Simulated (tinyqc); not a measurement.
Inside a calculation. Method: RKS/exchange-only LDA in the sto-3g basis, for LiH, spin multiplicity 1. One step of it, computed by the program tinyqc.

Task: Iteration 1: building the Kohn-Sham matrix. J_ij = sum D_kl (ij|kl); F = H + J + V_xc; E = tr D H + tr D J / 2 + E_xc + E_nn.

D at the start, order 1Li 1s, 1Li 2s, 1Li 2px, 1Li 2py, 1Li 2pz, 2H 1s:
```
[[0.001451, -0.008887, 0.000000, 0.000000, -0.045721, 0.049761],
 [-0.008887, 0.054438, 0.000000, 0.000000, 0.280069, -0.304818],
 [0.000000, 0.000000, 0.148465, -0.524299, 0.000000, 0.000000],
 [0.000000, 0.000000, -0.524299, 1.851535, 0.000000, 0.000000],
 [-0.045721, 0.280069, 0.000000, 0.000000, 1.440880, -1.568207],
 [0.049761, -0.304818, 0.000000, 0.000000, -1.568207, 1.706785]]
```

core Hamiltonian H = T + V (hartree), order 1Li 1s, 1Li 2s, 1Li 2px, 1Li 2py, 1Li 2pz, 2H 1s:
```
[[-4.633405, -1.039393, 0.000000, 0.000000, -0.007608, -0.056304],
 [-1.039393, -1.325465, 0.000000, 0.000000, -0.081238, -0.338923],
 [0.000000, 0.000000, -1.078277, 0.000000, 0.000000, 0.000000],
 [0.000000, 0.000000, 0.000000, -1.078277, 0.000000, 0.000000],
 [-0.007608, -0.081238, 0.000000, 0.000000, -1.138210, -0.477714],
 [-0.056304, -0.338923, 0.000000, 0.000000, -0.477714, -1.148471]]
```

Two-electron integrals (ij|kl) in chemists' order, unique and non-zero (hartree):
```
(11|11) 1.680395   (21|11) 0.265420   (21|21) 0.049941   (22|11) 0.397727
(22|21) 0.092860   (22|22) 0.290562   (31|31) 0.008981   (32|31) 0.013788
(32|32) 0.064184   (33|11) 0.396640   (33|21) 0.092880   (33|22) 0.290497
(33|33) 0.312946   (41|41) 0.008981   (42|41) 0.013788   (42|42) 0.064184
(43|43) 0.016869   (44|11) 0.396640   (44|21) 0.092880   (44|22) 0.290497
(44|33) 0.279207   (44|44) 0.312946   (51|51) 0.008981   (52|51) 0.013788
(52|52) 0.064184   (53|53) 0.016869   (54|54) 0.016869   (55|11) 0.396640
(55|21) 0.092880   (55|22) 0.290497   (55|33) 0.279207   (55|44) 0.279207
(55|55) 0.312946   (61|11) 0.013091   (61|21) 0.002503   (61|22) 0.004832
(61|33) 0.004768   (61|44) 0.004768   (61|51) 0.000346   (61|52) 0.000679
(61|55) 0.004961   (61|61) 0.000141   (62|11) 0.065486   (62|21) 0.015640
(62|22) 0.056737   (62|33) 0.053363   (62|44) 0.053363   (62|51) 0.002351
(62|52) 0.018020   (62|55) 0.063433   (62|61) 0.000970   (62|62) 0.023614
(63|31) 0.000820   (63|32) 0.004723   (63|53) 0.002282   (63|63) 0.001116
(64|41) 0.000820   (64|42) 0.004723   (64|54) 0.002282   (64|64) 0.001116
(65|11) 0.092299   (65|21) 0.022150   (65|22) 0.082137   (65|33) 0.076535
(65|44) 0.076535   (65|51) 0.003609   (65|52) 0.027914   (65|55) 0.093264
(65|61) 0.001397   (65|62) 0.036353   (65|65) 0.056216   (66|11) 0.227284
(66|21) 0.054792   (66|22) 0.217983   (66|33) 0.200445   (66|44) 0.200445
(66|51) 0.007579   (66|52) 0.076656   (66|55) 0.252889   (66|61) 0.003396
(66|62) 0.121484   (66|65) 0.191239   (66|66) 0.774606
```

nuclear repulsion = 0.68192940 hartree

V_xc (hartree), order 1Li 1s, 1Li 2s, 1Li 2px, 1Li 2py, 1Li 2pz, 2H 1s:
```
[[-0.209347, -0.059733, 0.000000, 0.000000, -0.000267, -0.003203],
 [-0.059733, -0.185219, 0.000000, 0.000000, -0.002071, -0.050933],
 [0.000000, 0.000000, -0.157370, 0.015456, 0.000000, 0.000000],
 [0.000000, 0.000000, 0.015456, -0.207124, 0.000000, 0.000000],
 [-0.000267, -0.002071, 0.000000, 0.000000, -0.191840, -0.077830],
 [-0.003203, -0.050933, 0.000000, 0.000000, -0.077830, -0.367700]]
```

E_xc = sum of w rho eps_xc = -0.79701833 hartree

Give: Coulomb J; Kohn-Sham matrix F; total energy of this density.

Result:

Coulomb J (hartree), order 1Li 1s, 1Li 2s, 1Li 2px, 1Li 2py, 1Li 2pz, 2H 1s:
```
[[1.4440, 0.3389, 0.0000, 0.0000, 0.0071, 0.0181],
 [0.3389, 1.0946, 0.0000, 0.0000, 0.0671, 0.2899],
 [0.0000, 0.0000, 1.0505, -0.0177, 0.0000, 0.0000],
 [0.0000, 0.0000, -0.0177, 1.1079, 0.0000, 0.0000],
 [0.0071, 0.0671, 0.0000, 0.0000, 1.1250, 0.4350],
 [0.0181, 0.2899, 0.0000, 0.0000, 0.4350, 1.4673]]
```

Kohn-Sham matrix F (hartree), order 1Li 1s, 1Li 2s, 1Li 2px, 1Li 2py, 1Li 2pz, 2H 1s:
```
[[-3.3988, -0.7602, 0.0000, 0.0000, -0.0008, -0.0414],
 [-0.7602, -0.4160, 0.0000, 0.0000, -0.0163, -0.0999],
 [0.0000, 0.0000, -0.1852, -0.0022, 0.0000, 0.0000],
 [0.0000, 0.0000, -0.0022, -0.1775, 0.0000, 0.0000],
 [-0.0008, -0.0163, 0.0000, 0.0000, -0.2050, -0.1205],
 [-0.0414, -0.0999, 0.0000, 0.0000, -0.1205, -0.0489]]
```

total energy of this density = -1.825533 hartree
